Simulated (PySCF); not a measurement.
Compound: C₂H₂F₂S.
Numbering: `[F:1][C@@H:2]1[S:3][C@@H:4]1[F:5]` (hydrogens: H6 on C2; H7 on C4)

Computed geometry: GFN2-xTB, gas phase.

Question: Give the optimised bond lengths and angles.

Answer: 
```json
{"bond": "F1–C2, C4–F5", "length (Å)": "1.344", "order": "single"}
{"bond": "C2–S3, S3–C4", "length (Å)": "1.801", "order": "single"}
{"bond": "C2–C4", "length (Å)": "1.488", "order": "single"}
{"bond": "C2–H6, C4–H7", "length (Å)": "1.087", "order": "single"}
```

Bonds in one row agree within 0.01 Å and their mean is given. Orders are formal, as drawn. A selection of angles:
```json
{"angle": "F1–C2–S3", "degrees": "118.0"}
{"angle": "F1–C2–C4", "degrees": "118.5"}
{"angle": "F1–C2–H6", "degrees": "110.6"}
{"angle": "S3–C2–C4", "degrees": "65.6"}
{"angle": "S3–C2–H6", "degrees": "117.2"}
{"angle": "C4–C2–H6", "degrees": "120.6"}
{"angle": "C2–S3–C4", "degrees": "48.8"}
{"angle": "C2–C4–F5", "degrees": "118.4"}
```

Torsions: F1–C2–S3–C4 -111° (anticlinal); C2–S3–C4–F5 111° (anticlinal); F1–C2–C4–S3 110° (anticlinal).

The 3-membered ring C2–S3–C4 has internal angles of 48.8° to 65.6°.

Point group: Cs (tolerance 0.08 Å). No GFN2-xTB frequencies stand behind this structure, so it isn't proved a minimum.
